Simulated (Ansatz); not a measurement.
**doublet PF(+): levels of theory in one basis**

```tsv
atom	x (Å)	y (Å)	z (Å)
P	0.0000	0.0000	-0.7686
F	0.0000	0.0000	0.7686
```

Basis set: def2-SVP (spherical functions). Frozen core: 6 orbitals. Correlation on ROHF uses semicanonical orbitals with singles. Charge 1, multiplicity 2.

Computed with Ansatz (development build ahead of 0.2.0); each method stands on the lowest determinant of its kind that the runs found.

```tsv
method	E − E(ROHF) (eV)	<S²> of the determinant
ROHF	0.00	0.75
UHF	-0.14	0.77
ROHF-MP2	-7.29	–
UHF-MP2	-7.28	0.77
```

**Question.** What does ROHF-CCSD(T) give on the same scale?

**Answer.** -7.91 eV.
